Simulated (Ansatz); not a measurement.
Relaxed structures of MgBH3O, closed shell (PBE0-D4/def2-TZVP; forces vanish, vibrations not checked; lower isomers may exist, and structures with a doubtful reference or unclear bonds are left out; Å). Ansatz 0.2.0; basis: def2-TZVPP; cores frozen in the correlated methods. The outer core shell of Li, Na, Mg and K is correlated. The def2 sets are not built for correlating such inner shells, so the correlated values are less sure here.

Problem. Rank them by CCSD(T) energy, lowest first, and give each one's height above the lowest. Links in brackets join atoms within 1.22 times the sum of their covalent radii (1.1 for two metals). (Judge from chemistry; the value comes from the calculation.)
A.
a complex of BHO ([BH][O]) + H₂ + Mg
```
6
angstrom
B -1.0976 0.6433 -0.7228
O -0.2807 0.3803 0.1158
Mg 0.7514 1.2898 2.8690
H 1.6314 -1.5166 0.3383
H -1.8983 0.9057 -1.5383
H 2.1272 -2.0747 0.3062
```
B.
MgBH₃O ([BH2][O][MgH])
```
6
angstrom
B -0.9099 0.2905 -0.9353
O -0.0074 -0.0001 -0.0103
Mg 1.2142 -0.3886 1.2473
H -0.9759 -0.3605 -1.9562
H -1.6820 1.2114 -0.7733
H 2.3610 -0.7528 2.4278
```
C.
MgBH₃O ([BH][O][MgH2])
```
6
angstrom
B -0.9002 0.3926 -0.5312
O 0.0117 0.2928 0.2439
Mg 1.6297 0.1163 1.6206
H 2.0356 1.7566 1.9701
H -1.7896 0.4900 -1.2871
H 1.8284 -1.5900 1.7853
```
D.
MgBH₃O ([H]1[B]2[OH][MgH]12)
```
6
angstrom
B -0.7923 0.0709 -0.8705
O -0.6515 0.0308 0.5686
Mg 1.2393 -0.5091 0.5172
H 0.5046 -0.2998 -1.1862
H -1.4602 0.2621 1.0285
H 2.4828 -0.8639 1.6042
```
E.
a complex of BH₃O ([BH2][OH]) + Mg
```
6
angstrom
B -0.8795 0.2403 -0.9800
O 0.0600 -0.5179 -0.3738
Mg 1.3261 0.4582 2.3313
H -1.3689 -0.1110 -2.0175
H -1.1832 1.2573 -0.4299
H 0.2772 -1.3265 -0.8463
```

Solution. The calculation gives: B (0.00 kcal/mol), E (22.01 kcal/mol), C (30.35 kcal/mol), A (36.71 kcal/mol), D (76.08 kcal/mol). Heights count from the lowest.

T1 diagnostic: at most 0.016. The restricted Hartree–Fock reference is unstable towards an unrestricted one at one or more of these structures.

For scale, one of the runs: CCSD(T)/def2-TZVPP, 136 basis functions, launched by `ansatz run in.yaml --threads 2 --pin off --events-out ev --progress --plain --max-ram 4352MiB`. Time: 18 s of wall clock on 2 CPU threads of an Arm Neoverse V1; the host was shared. Peak host memory: 0.83 GiB.
